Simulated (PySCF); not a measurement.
Computed with PySCF, PBE0, basis P def2-TZVP, O def2-TZVP (no relativity, density fitting).

Each entry is the lowest minimum that a search over a few typed start shapes (and spin states, where more than one is plausible) found, or that minimum re-optimised at the stated level; isomers with ligand–ligand bonds, or fragments after loss of a ligand pair, can lie lower. Open shells are unrestricted.

PO₂ is a doublet of C2v symmetry with P–O 1.465 Å (×2); O–P–O 134.7°. Its wavenumbers are 396, 1107, 1375 cm⁻¹.

(1) What changes when one electron is removed, giving PO₂⁺?

Results:

(1) It costs 10.86 eV between the minima (10.89 eV with zero-point energy). PO₂⁺ is a singlet of D∞h symmetry with P–O 1.430 Å (×2); O–P–O 180.0°; wavenumbers 298 (×2), 1140, 1623 cm⁻¹.
